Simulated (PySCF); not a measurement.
# PS: bond curves at several levels of theory

What are the lowest state that PBE0 finds, the bond length, vibrational wavenumber and bond energy of PS, and how much do these hang on the method?

Method: P def2-TZVPP, S def2-TZVPP, no relativity; program: PySCF 2.14.0.

## Step 1: Set-up

A driver script around PySCF takes these settings:

```json
{
 "atoms": "P, S",
 "charge": "0",
 "basis": "P def2-TZVPP, S def2-TZVPP",
 "Hamiltonian": "no relativity",
 "basis functions": "84",
 "electrons treated": "31",
 "masses in u": "30.9738, 31.9721",
 "levels": "PBE0, PBE, r²SCAN, r²SCAN0, TPSS, BLYP, PW91, CAM-B3LYP, HF, MP2, SCS-MP2, CCSD, CCSD(T)",
 "grid": "80 radial by 434 angular points",
 "occupations": "held fixed by the projection of orbital angular momentum",
 "dissociation limit": "P + S, each in its ground configuration",
 "starting distance in angstrom": "2.050",
 "values of 2S to try": "1, 3, 5"
}
```

Launch:

```sh
> OMP_NUM_THREADS=1 python dia.py task.json out
```

The job searches for the state first and then visits each distance with every level. Its results follow level by level.

## Step 2: State search with unrestricted PBE0

Unrestricted PBE0 solutions at 2.050 Å, counted from the lowest. The search isn't exhaustive.

| 2Ms+1 | unpaired | term | E (eV) | ⟨S²⟩ | ⟨Lz²⟩ | μ (D) |
| --- | --- | --- | --- | --- | --- | --- |
| 2 | π ↑ | ²Π | 0.00 | 0.77 | 1.01 | -1.09 |
| 4 | π ↑↑↑ | ⁴Π | 1.81 | 3.76 | 1.01 | 0.22 |
| 2 | π ↑↑↓ | not assigned | 2.15 | 1.77 | 3.05 | 0.22 |
| 4 | σ ↑, π ↑↑ | ⁴Σ⁻ | 2.77 | 3.76 | 0.00 | -1.08 |
| 2 | σ ↑, π ↑↓ | not assigned | 3.36 | 1.77 | 2.03 | -0.81 |
| 2 | σ ↓, π ↑↑ | not assigned | 3.41 | 1.77 | 0.00 | -0.82 |
| 2 | π ↑ | not assigned | 3.58 | 0.75 | 3.02 | 0.25 |
| 4 | σ ↑, π ↑↑ | not assigned | 5.68 | 3.76 | 2.02 | 0.30 |
| 2 | σ ↓, π ↑↑ | not assigned | 6.21 | 1.77 | 2.02 | 0.33 |
| 4 | σ ↑, π ↑↑ | not assigned | 6.24 | 3.76 | 2.01 | 0.02 |
| 4 | σ ↑↑, π ↑ | ⁴Π | 6.49 | 3.81 | 1.01 | -0.63 |
| 6 | σ ↑, π ↑↑↑↑ | ⁶Σ⁺ | 7.72 | 8.75 | 0.00 | 2.51 |
| 6 | σ ↑↑, π ↑↑↑ | ⁶Π | 7.74 | 8.76 | 1.01 | 0.44 |

13 of 14 solutions are listed, lowest first.

A term symbol stands only where ⟨S²⟩ and ⟨Lz²⟩ are near those of a pure state. A positive dipole means P(−)S(+).

The most promising solutions are followed along the bond (rough minima from three points):

| 2Ms+1 | unpaired | R at minimum (Å) | energy at minimum (eV) |
| --- | --- | --- | --- |
| 2 | π ↑ | 1.90 | 0.00 |
| 4 | π ↑↑↑ | not bracketed | ≤ 2.13 |
| 6 | σ ↑, π ↑↑↑↑ | not bracketed | ≤ 6.68 |

The search made 16 SCF attempts at the starting distance; with the short scans it took 59 s of wall time (1 thread, shared host).

## Step 3: The PBE0 curve of the state that the search chose

State followed: ²Π (doublet), unpaired electrons π ↑. The scan is laid around 1.897 Å.

Output of the SCF at 1.897 Å:

```text
******** <class 'pyscf.dft.uks_symm.SymAdaptedUKS'> ********
method = SymAdaptedUKS
initial guess = minao
damping factor = 0
level_shift factor = 0
DIIS = <class 'pyscf.scf.diis.CDIIS'>
diis_start_cycle = 1
diis_space = 10
diis_damp = 0
SCF conv_tol = 1e-09
SCF conv_tol_grad = None
SCF max_cycles = 60
direct_scf = False
max_memory 2100 MB (current use 557 MB)
number electrons alpha = 16  beta = 15
XC library pyscf.dft.libxc version 7.0.0
    S. Lehtola, C. Steigemann, M. J.T. Oliveira, and M. A.L. Marques.,  SoftwareX 7, 1–5 (2018)
XC functionals = PBE0
    C. Adamo and V. Barone.,  J. Chem. Phys. 110, 6158 (1999)
    M. Ernzerhof and G. E. Scuseria.,  J. Chem. Phys. 110, 5029 (1999)
small_rho_cutoff = 0
Overwritten attributes  get_k get_hcore get_occ get_j get_jk  of <class 'pyscf.dft.uks_symm.SymAdaptedUKS'>
Set gradient conv threshold to 3.16228e-05
init E= -739.274536575863
cycle= 1 E= -739.274160088693  delta_E= 0.000376  |g|= 0.000544  |ddm|= 0.00145
cycle= 2 E= -739.274159838319  delta_E= 2.5e-07  |g|= 0.000849  |ddm|= 0.0012
cycle= 3 E= -739.274160249031  delta_E= -4.11e-07  |g|= 0.000245  |ddm|= 0.000842
cycle= 4 E= -739.274160283905  delta_E= -3.49e-08  |g|= 3.12e-05  |ddm|= 0.000208
cycle= 5 E= -739.27416028472  delta_E= -8.15e-10  |g|= 6.4e-06  |ddm|= 3.26e-05
Extra cycle  E= -739.274160284874  delta_E= -1.54e-10  |g|= 6.46e-06  |ddm|= 1.79e-05
converged SCF energy = -739.274160284874  <S^2> = 0.75727212  2S+1 = 2.0072589
```

The curve and what changes along it:

| R (Å) | E (eV) | μ (D) | Mulliken charge of P (e) | Mayer bond order | ⟨S²⟩ | HOMO (eV) | LUMO (eV) |
| --- | --- | --- | --- | --- | --- | --- | --- |
| 1.6314 | 1.8204 | 0.06 | 0.02 | 2.44 | 0.76 | -4.86 | -2.72 |
| 1.7073 | 0.8000 | -0.15 | 0.07 | 2.40 | 0.76 | -5.12 | -2.98 |
| 1.7832 | 0.2433 | -0.36 | 0.11 | 2.37 | 0.76 | -5.37 | -3.24 |
| 1.8401 | 0.0497 | -0.52 | 0.13 | 2.36 | 0.76 | -5.55 | -3.43 |
| 1.8970 | 0.0000 | -0.68 | 0.15 | 2.34 | 0.76 | -5.73 | -3.61 |
| 1.9539 | 0.0606 | -0.83 | 0.16 | 2.33 | 0.76 | -5.89 | -3.78 |
| 2.0298 | 0.2675 | -1.04 | 0.17 | 2.31 | 0.76 | -6.10 | -4.00 |
| 2.1246 | 0.6585 | -1.27 | 0.18 | 2.24 | 0.81 | -6.32 | -4.26 |
| 2.2385 | 1.1955 | -1.35 | 0.17 | 1.95 | 1.08 | -6.51 | -4.36 |
| 2.3902 | 1.8738 | -1.41 | 0.16 | 1.57 | 1.38 | -6.70 | -4.30 |

Constants from the curve: Re = 1.892 Å, ωe = 776 cm⁻¹, ωexe = 2.68 cm⁻¹, αe = 0.00139 cm⁻¹, Be = 0.2995 cm⁻¹, De = 4.50 eV, μ = -0.66 D.

Orbitals nearest the gap at 1.897 Å:

| spin | orbital | ε (eV) | filled | made of |
| --- | --- | --- | --- | --- |
| β | σ | -21.28 | yes | S s 64 %, P s 23 % |
| α | σ | -15.10 | yes | P s 55 %, S s 27 %, S p 14 % |
| β | σ | -14.30 | yes | P s 53 %, S s 27 %, S p 17 % |
| α | σ | -9.77 | yes | S p 45 %, P p 37 %, P s 14 % |
| α | π | -9.63 | yes | S p 60 %, P p 38 % |
| β | σ | -9.42 | yes | S p 42 %, P p 37 %, P s 17 % |
| α | π | -9.28 | yes | S p 62 %, P p 34 % |
| β | π | -9.19 | yes | S p 65 %, P p 31 % |
| β | π | -8.59 | yes | S p 68 %, P p 27 % |
| α | π | -5.73 | yes | P p 60 %, S p 36 % |
| α | π | -3.61 | no | P p 64 %, S p 33 % |
| β | π | -3.35 | no | P p 67 %, S p 30 % |
| β | π | -2.50 | no | P p 70 %, S p 27 % |
| α | σ | 0.83 | no | P p 76 %, S p 31 % |

Polarisability there: 57.3 bohr³ along the bond, 25.7 across it. Without diffuse functions these come out too small, above all across the bond.

## Step 4: Fields at the reference distance

Orbitals, density, ELF and potential are computed afterwards from the orbital file.

Frontier orbitals at PBE0 (alpha spin), with the share of their density that lies nearest to each atom:

| orbital | energy (eV) | lies on |
| --- | --- | --- |
| HOMO-1 | -9.28 | S2 65 %; P1 35 % |
| HOMO | -5.73 | P1 61 %; S2 39 % |
| LUMO | -3.61 | P1 64 %; S2 36 % |

ELF in a plane through or near 2 of the atoms.

Values, 10 rows by 14 columns:
```
0.00 0.00 0.00 0.00 0.00 0.01 0.02 0.03 0.03 0.01 0.00 0.00 0.00 0.00
0.00 0.00 0.01 0.05 0.09 0.11 0.16 0.28 0.27 0.18 0.08 0.03 0.00 0.00
0.00 0.02 0.09 0.29 0.36 0.33 0.35 0.52 0.53 0.48 0.33 0.15 0.02 0.00
0.00 0.12 0.45 0.77 0.79 0.57 0.60 0.74 0.75 0.80 0.74 0.51 0.11 0.01
0.01 0.30 0.72 0.91 0.31 0.47 0.24 0.80 0.22 0.19 0.86 0.75 0.25 0.04
0.01 0.34 0.76 0.91 0.20 0.90 0.23 0.76 0.47 0.57 0.83 0.78 0.28 0.04
0.01 0.22 0.62 0.87 0.71 0.21 0.51 0.80 0.61 0.57 0.84 0.66 0.19 0.02
0.00 0.05 0.25 0.56 0.62 0.51 0.49 0.65 0.67 0.68 0.56 0.32 0.06 0.01
0.00 0.01 0.05 0.19 0.25 0.24 0.28 0.45 0.45 0.38 0.22 0.09 0.01 0.00
0.00 0.00 0.00 0.01 0.03 0.04 0.07 0.13 0.12 0.06 0.02 0.01 0.00 0.00
```
The map spans 7.1 Å across and 5.2 Å up, centred on the molecule. Atoms in the plane (x, y in Å): P1 (-0.9, 0.0), S2 (0.9, 0.0).

log10 of the density (e/Å³) in the same plane.

Ten even steps from ' ' (-4.0) to '@' (3.4):
```
              ..............................            
        ..........::::::::::::::::::::........          
      ......::::::::::::::::::::::::::::::::......      
    ....::::::::------------------------::::::......    
  ......::::--------------------------------::::....    
  ....::::------========================------::::....  
....::::----================================----::::..  
....::::--======++++++++++++++++++++++++====----::::....
..::::----======++****++++++++++++****++++====--::::....
..::::----====++++##@@**++++++++**%%##++++====--::::....
..::::----====++++##@@**++++++++**%%##++++====--::::....
..::::----======++****++++++++++++****++++====--::::....
....::::--======++++++++++++++++++++++++====----::::....
....::::----================================----::::..  
  ....::::------========================------::::....  
  ......::::--------------------------------::::....    
    ....::::::::------------------------::::::......    
      ......::::::::::::::::::::::::::::::::......      
        ..........::::::::::::::::::::........          
              ..............................            
```
The map spans 7.1 Å across and 5.2 Å up, centred on the molecule. Atoms in the plane (x, y in Å): P1 (-0.9, 0.0), S2 (0.9, 0.0).

On the surface of density 0.002 e/bohr³ the electrostatic potential runs, from the 1st to the 99th percentile, from -0.38 V near S2 to 1.19 V near P1.

The spin density lies nearest to P1 68 %; S2 32 %.

## Step 5: Excited determinants

State 2: ⁴Π (quartet), unpaired electrons π ↑↑↑, an excited solution.

Output of the SCF at 1.897 Å:

```text
******** <class 'pyscf.dft.uks_symm.SymAdaptedUKS'> ********
method = SymAdaptedUKS
initial guess = minao
damping factor = 0
level_shift factor = 0
DIIS = <class 'pyscf.scf.diis.CDIIS'>
diis_start_cycle = 1
diis_space = 10
diis_damp = 0
SCF conv_tol = 1e-09
SCF conv_tol_grad = None
SCF max_cycles = 60
direct_scf = False
max_memory 2100 MB (current use 633 MB)
number electrons alpha = 17  beta = 14
XC library pyscf.dft.libxc version 7.0.0
    S. Lehtola, C. Steigemann, M. J.T. Oliveira, and M. A.L. Marques.,  SoftwareX 7, 1–5 (2018)
XC functionals = PBE0
    C. Adamo and V. Barone.,  J. Chem. Phys. 110, 6158 (1999)
    M. Ernzerhof and G. E. Scuseria.,  J. Chem. Phys. 110, 5029 (1999)
small_rho_cutoff = 0
Set gradient conv threshold to 3.16228e-05
init E= -739.174508542653
cycle= 1 E= -739.174360361501  delta_E= 0.000148  |g|= 0.000353  |ddm|= 0.00128
cycle= 2 E= -739.174360376527  delta_E= -1.5e-08  |g|= 0.000333  |ddm|= 0.000749
cycle= 3 E= -739.174360432941  delta_E= -5.64e-08  |g|= 5.13e-05  |ddm|= 0.000363
cycle= 4 E= -739.174360433903  delta_E= -9.62e-10  |g|= 1.19e-05  |ddm|= 4.86e-05
Extra cycle  E= -739.174360433964  delta_E= -6.07e-11  |g|= 1.46e-05  |ddm|= 2.88e-05
converged SCF energy = -739.174360433964  <S^2> = 3.7645285  2S+1 = 4.0072577
```

Re = 2.137 Å, ωe = 511 cm⁻¹, ωexe = 1.95 cm⁻¹, αe = 0.00135 cm⁻¹, Be = 0.2346 cm⁻¹, μ = -0.04 D. Its minimum lies 2.09 eV above that of the lowest state.

State 3: ⁶Σ⁺ (sextet), unpaired electrons σ ↑, π ↑↑↑↑, an excited solution.

Log of the SCF at 1.897 Å:

```text
******** <class 'pyscf.dft.uks_symm.SymAdaptedUKS'> ********
method = SymAdaptedUKS
initial guess = minao
damping factor = 0
level_shift factor = 0
DIIS = <class 'pyscf.scf.diis.CDIIS'>
diis_start_cycle = 1
diis_space = 10
diis_damp = 0
SCF conv_tol = 1e-09
SCF conv_tol_grad = None
SCF max_cycles = 60
direct_scf = False
max_memory 2100 MB (current use 633 MB)
number electrons alpha = 18  beta = 13
XC library pyscf.dft.libxc version 7.0.0
    S. Lehtola, C. Steigemann, M. J.T. Oliveira, and M. A.L. Marques.,  SoftwareX 7, 1–5 (2018)
XC functionals = PBE0
    C. Adamo and V. Barone.,  J. Chem. Phys. 110, 6158 (1999)
    M. Ernzerhof and G. E. Scuseria.,  J. Chem. Phys. 110, 5029 (1999)
small_rho_cutoff = 0
Set gradient conv threshold to 3.16228e-05
init E= -738.904524563292
cycle= 1 E= -738.904585577456  delta_E= -6.1e-05  |g|= 0.000502  |ddm|= 0.0137
cycle= 2 E= -738.904585670821  delta_E= -9.34e-08  |g|= 0.00044  |ddm|= 0.00993
cycle= 3 E= -738.904585761638  delta_E= -9.08e-08  |g|= 3.47e-05  |ddm|= 0.00182
cycle= 4 E= -738.904585762799  delta_E= -1.16e-09  |g|= 1.21e-05  |ddm|= 0.000232
cycle= 5 E= -738.904585762982  delta_E= -1.83e-10  |g|= 5.68e-06  |ddm|= 0.000242
Extra cycle  E= -738.904585763003  delta_E= -2.08e-11  |g|= 4.33e-06  |ddm|= 7.38e-05
converged SCF energy = -738.904585763003  <S^2> = 8.7543949  2S+1 = 6.0014648
```

No constants are quoted: no minimum is bracketed among the points kept.

Energy (eV) from the lowest point of the lowest state:

| R (Å) | lowest | state 2 | state 3 |
| --- | --- | --- | --- |
| 1.631 | 1.820 | 6.508 | 16.515 |
| 1.707 | 0.800 | 4.868 | 14.132 |
| 1.783 | 0.243 | 3.738 | 12.226 |
| 1.840 | 0.050 | 3.143 | 11.052 |
| 1.897 | 0.000 | 2.716 | 10.057 |
| 1.954 | 0.061 | 2.422 | 9.211 |
| 2.030 | 0.267 | 2.190 | 8.275 |
| 2.125 | 0.659 | 2.089 | 7.352 |
| 2.239 | 1.195 | 2.156 | 6.520 |
| 2.390 | 1.874 | 2.431 | 5.754 |

## Step 6: PBE (GGA)

Log of the SCF at 1.897 Å:

```text
******** <class 'pyscf.dft.uks_symm.SymAdaptedUKS'> ********
method = SymAdaptedUKS
initial guess = minao
damping factor = 0
level_shift factor = 0
DIIS = <class 'pyscf.scf.diis.CDIIS'>
diis_start_cycle = 1
diis_space = 10
diis_damp = 0
SCF conv_tol = 1e-09
SCF conv_tol_grad = None
SCF max_cycles = 60
direct_scf = False
max_memory 2100 MB (current use 633 MB)
number electrons alpha = 16  beta = 15
XC library pyscf.dft.libxc version 7.0.0
    S. Lehtola, C. Steigemann, M. J.T. Oliveira, and M. A.L. Marques.,  SoftwareX 7, 1–5 (2018)
XC functionals = PBE
    J. P. Perdew, K. Burke, and M. Ernzerhof.,  Phys. Rev. Lett. 77, 3865 (1996)
    J. P. Perdew, K. Burke, and M. Ernzerhof.,  Phys. Rev. Lett. 78, 1396 (1997)
    J. P. Perdew, K. Burke, and M. Ernzerhof.,  Phys. Rev. Lett. 77, 3865 (1996)
    J. P. Perdew, K. Burke, and M. Ernzerhof.,  Phys. Rev. Lett. 78, 1396 (1997)
small_rho_cutoff = 0
Set gradient conv threshold to 3.16228e-05
init E= -739.219073721552
cycle= 1 E= -739.220342418925  delta_E= -0.00127  |g|= 0.0281  |ddm|= 0.0689
cycle= 2 E= -739.213105140829  delta_E= 0.00724  |g|= 0.105  |ddm|= 0.114
cycle= 3 E= -739.220919596631  delta_E= -0.00781  |g|= 0.00338  |ddm|= 0.0857
cycle= 4 E= -739.220925547069  delta_E= -5.95e-06  |g|= 0.00138  |ddm|= 0.0047
cycle= 5 E= -739.220926360086  delta_E= -8.13e-07  |g|= 0.000528  |ddm|= 0.00119
cycle= 6 E= -739.220926570654  delta_E= -2.11e-07  |g|= 0.00012  |ddm|= 0.00061
cycle= 7 E= -739.220926592677  delta_E= -2.2e-08  |g|= 3.62e-05  |ddm|= 0.000265
cycle= 8 E= -739.220926596834  delta_E= -4.16e-09  |g|= 1.3e-05  |ddm|= 0.000126
cycle= 9 E= -739.220926597458  delta_E= -6.24e-10  |g|= 2.33e-06  |ddm|= 6.52e-05
Extra cycle  E= -739.220926597459  delta_E= -1.02e-12  |g|= 2.26e-06  |ddm|= 5.74e-06
converged SCF energy = -739.220926597459  <S^2> = 0.75376811  2S+1 = 2.0037646
```

Re = 1.915 Å, ωe = 729 cm⁻¹, ωexe = 2.56 cm⁻¹, αe = 0.00146 cm⁻¹, Be = 0.2922 cm⁻¹, De = 4.89 eV, μ = -0.56 D. 18 s of CPU time for 12 points, integrals apart.

## Step 7: r²SCAN

Log of the SCF at 1.897 Å:

```text
******** <class 'pyscf.dft.uks_symm.SymAdaptedUKS'> ********
method = SymAdaptedUKS
initial guess = minao
damping factor = 0
level_shift factor = 0
DIIS = <class 'pyscf.scf.diis.CDIIS'>
diis_start_cycle = 1
diis_space = 10
diis_damp = 0
SCF conv_tol = 1e-09
SCF conv_tol_grad = None
SCF max_cycles = 60
direct_scf = False
max_memory 2100 MB (current use 633 MB)
number electrons alpha = 16  beta = 15
XC library pyscf.dft.libxc version 7.0.0
    S. Lehtola, C. Steigemann, M. J.T. Oliveira, and M. A.L. Marques.,  SoftwareX 7, 1–5 (2018)
XC functionals = R2SCAN
    J. W. Furness, A. D. Kaplan, J. Ning, J. P. Perdew, and J. Sun.,  J. Phys. Chem. Lett. 11, 8208-8215 (2020)
    J. W. Furness, A. D. Kaplan, J. Ning, J. P. Perdew, and J. Sun.,  J. Phys. Chem. Lett. 11, 9248-9248 (2020)
    J. W. Furness, A. D. Kaplan, J. Ning, J. P. Perdew, and J. Sun.,  J. Phys. Chem. Lett. 11, 8208-8215 (2020)
    J. W. Furness, A. D. Kaplan, J. Ning, J. P. Perdew, and J. Sun.,  J. Phys. Chem. Lett. 11, 9248-9248 (2020)
small_rho_cutoff = 0
Set gradient conv threshold to 3.16228e-05
init E= -739.48923592413
cycle= 1 E= -739.489827109723  delta_E= -0.000591  |g|= 0.0143  |ddm|= 0.0769
cycle= 2 E= -739.488734400697  delta_E= 0.00109  |g|= 0.0414  |ddm|= 0.047
cycle= 3 E= -739.489949656737  delta_E= -0.00122  |g|= 0.00434  |ddm|= 0.0368
cycle= 4 E= -739.489959886026  delta_E= -1.02e-05  |g|= 0.00144  |ddm|= 0.00397
cycle= 5 E= -739.48996166695  delta_E= -1.78e-06  |g|= 0.0005  |ddm|= 0.00154
cycle= 6 E= -739.489963071722  delta_E= -1.4e-06  |g|= 0.000242  |ddm|= 0.00254
cycle= 7 E= -739.48996342306  delta_E= -3.51e-07  |g|= 7.54e-05  |ddm|= 0.0017
cycle= 8 E= -739.489963438589  delta_E= -1.55e-08  |g|= 1.6e-05  |ddm|= 0.000375
cycle= 9 E= -739.489963438911  delta_E= -3.22e-10  |g|= 3.07e-06  |ddm|= 3.75e-05
Extra cycle  E= -739.489963438893  delta_E= 1.77e-11  |g|= 6.2e-06  |ddm|= 8.88e-06
converged SCF energy = -739.489963438893  <S^2> = 0.75693072  2S+1 = 2.0069188
```

Re = 1.900 Å, ωe = 757 cm⁻¹, ωexe = 2.56 cm⁻¹, αe = 0.00144 cm⁻¹, Be = 0.2968 cm⁻¹, De = 4.58 eV, μ = -0.59 D. 62 s of CPU time for 12 points, integrals apart.

## Step 8: r²SCAN0

Log of the SCF at 1.897 Å:

```text
******** <class 'pyscf.dft.uks_symm.SymAdaptedUKS'> ********
method = SymAdaptedUKS
initial guess = minao
damping factor = 0
level_shift factor = 0
DIIS = <class 'pyscf.scf.diis.CDIIS'>
diis_start_cycle = 1
diis_space = 10
diis_damp = 0
SCF conv_tol = 1e-09
SCF conv_tol_grad = None
SCF max_cycles = 60
direct_scf = False
max_memory 2100 MB (current use 633 MB)
number electrons alpha = 16  beta = 15
XC library pyscf.dft.libxc version 7.0.0
    S. Lehtola, C. Steigemann, M. J.T. Oliveira, and M. A.L. Marques.,  SoftwareX 7, 1–5 (2018)
XC functionals = HYB_MGGA_XC_R2SCAN0
    M. Bursch, H. Neugebauer, S. Ehlert, and S. Grimme.,  J. Chem. Phys. 156, 134105 (2022)
small_rho_cutoff = 0
Set gradient conv threshold to 3.16228e-05
init E= -739.4765655106
cycle= 1 E= -739.477402162594  delta_E= -0.000837  |g|= 0.00934  |ddm|= 0.0633
cycle= 2 E= -739.477384056587  delta_E= 1.81e-05  |g|= 0.0091  |ddm|= 0.0144
cycle= 3 E= -739.477419755782  delta_E= -3.57e-05  |g|= 0.00582  |ddm|= 0.0124
cycle= 4 E= -739.477442613093  delta_E= -2.29e-05  |g|= 0.000747  |ddm|= 0.00502
cycle= 5 E= -739.477443874773  delta_E= -1.26e-06  |g|= 0.000525  |ddm|= 0.00161
cycle= 6 E= -739.477444571474  delta_E= -6.97e-07  |g|= 0.000277  |ddm|= 0.00112
cycle= 7 E= -739.477445288722  delta_E= -7.17e-07  |g|= 0.000171  |ddm|= 0.00167
cycle= 8 E= -739.477445694024  delta_E= -4.05e-07  |g|= 8.16e-05  |ddm|= 0.00182
cycle= 9 E= -739.477445754159  delta_E= -6.01e-08  |g|= 2.73e-05  |ddm|= 0.000717
cycle= 10 E= -739.477445761035  delta_E= -6.88e-09  |g|= 3.75e-06  |ddm|= 0.000299
cycle= 11 E= -739.477445761079  delta_E= -4.48e-11  |g|= 1.47e-06  |ddm|= 1.9e-05
Extra cycle  E= -739.477445761078  delta_E= 9.09e-13  |g|= 2.1e-06  |ddm|= 3.52e-06
converged SCF energy = -739.477445761078  <S^2> = 0.75996666  2S+1 = 2.0099419
```

Re = 1.884 Å, ωe = 795 cm⁻¹, ωexe = 3.50 cm⁻¹, αe = 0.00137 cm⁻¹, Be = 0.3018 cm⁻¹, De = 4.27 eV, μ = -0.69 D.

## Step 9: TPSS (meta-GGA)

Output of the SCF at 1.897 Å:

```text
******** <class 'pyscf.dft.uks_symm.SymAdaptedUKS'> ********
method = SymAdaptedUKS
initial guess = minao
damping factor = 0
level_shift factor = 0
DIIS = <class 'pyscf.scf.diis.CDIIS'>
diis_start_cycle = 1
diis_space = 10
diis_damp = 0
SCF conv_tol = 1e-09
SCF conv_tol_grad = None
SCF max_cycles = 60
direct_scf = False
max_memory 2100 MB (current use 633 MB)
number electrons alpha = 16  beta = 15
XC library pyscf.dft.libxc version 7.0.0
    S. Lehtola, C. Steigemann, M. J.T. Oliveira, and M. A.L. Marques.,  SoftwareX 7, 1–5 (2018)
XC functionals = TPSS
    J. Tao, J. P. Perdew, V. N. Staroverov, and G. E. Scuseria.,  Phys. Rev. Lett. 91, 146401 (2003)
    J. P. Perdew, J. Tao, V. N. Staroverov, and G. E. Scuseria.,  J. Chem. Phys. 120, 6898 (2004)
    J. Tao, J. P. Perdew, V. N. Staroverov, and G. E. Scuseria.,  Phys. Rev. Lett. 91, 146401 (2003)
    J. P. Perdew, J. Tao, V. N. Staroverov, and G. E. Scuseria.,  J. Chem. Phys. 120, 6898 (2004)
small_rho_cutoff = 0
Set gradient conv threshold to 3.16228e-05
init E= -739.58981771837
cycle= 1 E= -739.59028585278  delta_E= -0.000468  |g|= 0.0175  |ddm|= 0.0611
cycle= 2 E= -739.587906948789  delta_E= 0.00238  |g|= 0.0603  |ddm|= 0.0687
cycle= 3 E= -739.590508997989  delta_E= -0.0026  |g|= 0.00454  |ddm|= 0.0508
cycle= 4 E= -739.590517643673  delta_E= -8.65e-06  |g|= 0.000744  |ddm|= 0.00342
cycle= 5 E= -739.59051799903  delta_E= -3.55e-07  |g|= 0.000417  |ddm|= 0.00142
cycle= 6 E= -739.590518125884  delta_E= -1.27e-07  |g|= 9.06e-05  |ddm|= 0.000431
cycle= 7 E= -739.590518152099  delta_E= -2.62e-08  |g|= 3.74e-05  |ddm|= 0.000308
cycle= 8 E= -739.590518158041  delta_E= -5.94e-09  |g|= 9.5e-06  |ddm|= 0.000185
cycle= 9 E= -739.590518158367  delta_E= -3.26e-10  |g|= 2.78e-06  |ddm|= 4.76e-05
Extra cycle  E= -739.590518158327  delta_E= 4.02e-11  |g|= 8.04e-06  |ddm|= 9.11e-06
converged SCF energy = -739.590518158327  <S^2> = 0.75569038  2S+1 = 2.0056823
```

Re = 1.910 Å, ωe = 736 cm⁻¹, ωexe = 2.61 cm⁻¹, αe = 0.00147 cm⁻¹, Be = 0.2938 cm⁻¹, De = 4.65 eV, μ = -0.57 D. 28 s of CPU time for 12 points, integrals apart.

(Part 1 of 2 ends here.)
